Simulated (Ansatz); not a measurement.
Compare A (`C=C=C(C)S`) with its isomer B (`CC1=CSC1`).

Calculated with Ansatz (gas phase, PBE0-D4/def2-TZVP geometries, no zero-point term in ΔE). CBS: MP2 limit from def2 TZ/QZ plus the TZ coupled-cluster correction, frozen cores. DFT in def2-TZVPP. B3LYP here is the variant with VWN-RPA as its local correlation; programs differ in this. One conformer a species, not always the lowest.

A:

```xyz
11

C     0.6690    1.9806   -0.3748
C     0.3113    0.7745   -0.0421
C    -0.0466   -0.4314    0.2918
C    -0.8490   -1.3396   -0.5902
S     0.3755   -1.1608    1.8516
H     1.6065    2.1732   -0.8895
H     0.0418    2.8402   -0.1536
H    -1.7855   -1.6213   -0.1007
H    -1.0804   -0.8458   -1.5329
H    -0.2946   -2.2586   -0.8007
H     1.0521   -0.1110    2.3411
```

B:

Z-matrix (Å, degrees):
```
C
C 1 1.481
H 1 1.095 2 111.4
H 1 1.095 2 111.4 3 -119.3
H 1 1.092 2 110.8 3 120.3
C 2 1.337 1 132.9 3 -120.4
C 2 1.502 1 128.3 3 59.6
S 6 1.766 2 98.4 1 -180.0
H 6 1.082 2 133.7 1 0.0
H 7 1.092 2 115.8 1 -65.7
H 7 1.092 2 115.8 1 65.7
```

Problem. Which isomer does CCSD(T)/CBS put lower? Give the gap. (Best estimate.)

Solution. Ansatz gave: B, by 52.5 kJ/mol.

Problem. Give E(B) − E(A) in kJ/mol with PBE-D4, ωB97M-V, B3LYP, HF/def2-TZVPP, MP2/def2-TZVPP, B2PLYP, r2SCAN-D4. (Estimate.)

Solution. Computed: PBE-D4 -49.2, ωB97M-V -50.5, B3LYP -31.6, HF/def2-TZVPP -34.9, MP2/def2-TZVPP -60.9, B2PLYP -41.9, r2SCAN-D4 -44.3. None reverses the order clearly.

Largest T1 diagnostic: 0.012.

From PBE to PBE0 (25 % exact exchange), in def2-TZVPP and without D4, E(B) − E(A) moves by −9.3 kJ/mol. In def2-TZVPP, CCSD(T) changes the Hartree–Fock value by −15.1 kJ/mol (the triples alone add −1.3 kJ/mol) and MP2 by −25.9 kJ/mol.
